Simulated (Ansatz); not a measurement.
Relaxation of CH$_{6}$AlN (9 atoms, charge 0, multiplicity 1), to a largest force component of 0.02 eV/Å in at most 40 steps.

Method: Ansatz, RKS PBE0-D4/def2-SVP.

```xyz
9
Properties=species:S:1:pos:R:3
Al 0.000 0.000 0.000
C 0.000 0.000 1.970
H -1.000 -0.309 2.341
H 0.768 -0.711 2.341
H 0.232 1.020 2.341
N 1.663 0.000 -0.960
H 2.129 -0.918 -1.212
H 2.114 0.918 -1.238
H -1.351 0.000 -0.780
```

**Question.** Where does it end, and by what steps?

**Answer.** The forces met the threshold. After 17 steps the energy has fallen by 0.809 eV; H8 moved furthest, 1.21 Å.

| step | energy less start (eV) | largest force component (eV/Å) | accepted |
| --- | --- | --- | --- |
| 0 | 0.0000 | 2.206 | yes |
| 1 | -0.2868 | 0.971 | yes |
| 2 | -0.3696 | 0.741 | yes |
| 3 | -0.4668 | 0.901 | yes |
| 4 | -0.5693 | 1.170 | yes |
| 5 | -0.7039 | 0.491 | yes |
| 6 | -0.7543 | 0.605 | yes |
| 7 | -0.7987 | 0.176 | yes |
| 8 | -0.8039 | 0.124 | yes |
| 9 | -0.8070 | 0.074 | yes |
| 10 | -0.8076 | 0.042 | yes |
| 11 | -0.8078 | 0.025 | yes |
| 12 | -0.8082 | 0.058 | yes |
| 13 | -0.8084 | 0.047 | yes |
| 14 | -0.8088 | 0.029 | yes |
| 15 | -0.8089 | 0.027 | yes |
| 16 | -0.8089 | 0.029 | yes |
| 17 | -0.8090 | 0.016 | yes |

```xyz
9
Properties=species:S:1:pos:R:3
Al 0.074 0.235 0.014
C 0.029 -0.082 1.942
H -0.769 -0.796 2.208
H 0.979 -0.481 2.336
H -0.194 0.850 2.490
N 1.547 -0.100 -0.919
H 2.416 -0.464 -0.543
H 1.640 0.041 -1.919
H -1.167 0.797 -0.809
```

Whether the end is a true minimum wasn't checked by a vibrational analysis.

Time of the run: 42 s on 1 thread of Intel(R) Xeon(R) Platinum 8375C CPU @ 2.90GHz (Ice Lake) (shared host), peak memory 0.16 GiB.
